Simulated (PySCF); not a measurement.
Species: FH₂Si (charge -1).
Z-matrix (Å and degrees, PBE0-D3(BJ)/def2-SVP geometry), rows numbered from 1:
```
F 
Si  1  1.7100
H   2  1.5730  1   98.66
H   2  1.5732  1   98.69  3   -91.43
```

Level: PBE0/pcSseg-1 in PySCF, non-relativistic, on one gas-phase PBE0-D3(BJ)/def2-SVP geometry that isn't relaxed in the solvent. The solvent is an IEF-PCM continuum (cavity from Bondi-type radii × 1.2). Only the electrostatic response of the medium enters.

Gas phase at PBE0/pcSseg-1: HOMO 0.42 eV, LUMO 6.09 eV.

Question: What does the continuum do to the energy and the frontier levels at PBE0/pcSseg-1 in chloroform and dichloromethane?

Answer: 
```
        solvent      ε  E(solvent) − E(gas) (kcal/mol)  polarisation term (kcal/mol)  distortion of the solute (kcal/mol)  HOMO (eV)  LUMO (eV)
     chloroform  4.711                          -46.97                        -47.05                                 0.08      -3.68       2.08
dichloromethane   8.93                          -52.98                        -53.08                                 0.10      -4.21       1.57
```

The first energy column is the sum of the next two and covers electrostatics alone. From chloroform to dichloromethane the lowering changes by a factor 1.13, Born's factor 1 − 1/ε by 1.13 and ε itself by 1.9.

Question: Which radius a makes Born's formula ΔE = −(q²/2a)(1 − 1/ε) give the value in dichloromethane?

Answer: a = q²(1 − 1/ε)/(2|ΔE|) = 2.78 Å, with q = -1 e and |ΔE| = 0.0844 Eh; the farthest nucleus lies 1.50 Å from the centroid of the nuclei. The formula assumes a point charge at the centre of a sphere.
